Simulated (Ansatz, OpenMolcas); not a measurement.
How methods differ on CO2 (carbon dioxide)

The species is CO2 (3 atoms), meant as a singlet with charge 0. SMILES: `O=C=O`. The shape is that of a PBE0-D4/def2-TZVP optimisation.

```
atom    x (Å)    y (Å)    z (Å)
   O   0.3716  -1.0919   0.0882
   C   0.0001   0.0001   0.0001
   O  -0.3718   1.0918  -0.0883
```

Quantity: the vertical ionisation energy, in eV. The values are calculated.

Measured value to compare with: NIST CCCBDB gives the vertical ionisation energy of the gas as 13.78 eV.

```
                             level                    kind     program  value (eV)  computed − measured  CPU time (all runs)
 HF/STO-3G, open shells restricted            Hartree–Fock  OpenMolcas       10.34                -3.44                  4 s
                        PBE/STO-3G                     GGA  OpenMolcas       11.43                -2.35                9.7 s
                     M06-2X/STO-3G         hybrid meta-GGA  OpenMolcas       11.39                -2.39                 11 s
                  CAM-B3LYP/STO-3G  range-separated hybrid      Ansatz       11.31                -2.47                 11 s
                        MP2/STO-3G     perturbation theory      Ansatz       10.76                -3.02               0.31 s
                       CCSD/STO-3G   coupled cluster or CI      Ansatz        9.53                -4.25               0.61 s
                      CCSDT/STO-3G   coupled cluster or CI      Ansatz        9.85                -3.93                1.9 s
FCI/STO-3G, open shells restricted      exact in the basis  OpenMolcas        9.83                -3.95                 99 s
```

Nearest: PBE/STO-3G (-2.35 eV); farthest: CCSD/STO-3G (-4.25 eV). Spin contamination of the reference (⟨S²⟩ at least 0.1 too high) touches MP2/STO-3G, CCSD/STO-3G, CCSDT/STO-3G. All rows use very small basis sets, so even the best lies far from the true value. Times are those of the runs behind each value, whatever else they computed, on shared processors of several kinds: orders of magnitude only.
